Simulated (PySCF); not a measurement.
Molecule: `O=NOO`, HNO₃.

Molfile (atoms numbered from 1):
```
HNO3
     RDKit          3D

  5  4  0  0  0  0  0  0  0  0999 V2000
    1.9390   -0.1903   -0.4548 O   0  0  0  0  0  0  0  0  0  0  0  0
    0.8680    0.2492   -0.5488 N   0  0  0  0  0  0  0  0  0  0  0  0
   -0.0360   -0.5364    0.2114 O   0  0  0  0  0  0  0  0  0  0  0  0
   -1.3114   -0.0232   -0.0050 O   0  0  0  0  0  0  0  0  0  0  0  0
   -1.4595    0.5008    0.7972 H   0  0  0  0  0  0  0  0  0  0  0  0
  1  2  2  0
  2  3  1  0
  3  4  1  0
  4  5  1  0
M  END
```

Spin–spin couplings on one PBE0-D3(BJ)/def2-SVP geometry, PySCF 2.14.0 with density-fitted response routines, gas phase, non-relativistic, equivalent pairs averaged; isotopes ¹⁷O, ¹⁵N, ¹H; functional B3LYP.

Question: How do the couplings (Hz) change with the basis set? Times are CPU seconds on shared hosts with different chips, so compare them loosely. Far from the basis limit: 6-31G-J, pcJ-0, 6-31G*, def2-TZVP, cc-pVTZ.

Answer: 
```
    basis set  functions  ¹J(O1,N2)  ¹J(N2,O3)  ¹J(O4,H5)  ¹J(O3,O4)  ²J(O1,O3)  ²J(O3,H5)  ³J(O1,O4)  core-s
      6-31G-J         52      -66.1      -57.9      -25.1      -20.3      -26.8       -3.7       -2.9     2.5
        pcJ-0         55      -85.5      -60.1        6.8      -11.2      -43.4       -4.9       -2.6     2.6
       6-31G*         58      -38.5      -42.5      -49.2      -13.7      -15.5       -2.4       -1.4     2.3
        pcJ-1        118      -52.2      -49.5      -47.9      -13.5      -23.0       -3.6       -2.3       4
    def2-TZVP        130      -53.8      -50.6      -41.5      -18.5      -21.6       -3.7       -2.3     5.7
      cc-pVTZ        134      -42.8      -47.9      -26.8      -17.6      -23.4       -4.6       -1.8     6.1
aug-cc-pVTZ-J        204      -51.0      -49.5      -52.5      -17.9      -19.5       -3.8       -2.2      14
        pcJ-2        228      -52.7      -50.0      -51.4      -15.2      -21.2       -3.8       -2.2      17
```

The Fermi-contact term samples the wavefunction at the nucleus, which is why sets with added tight s functions (names with J) are made for couplings.
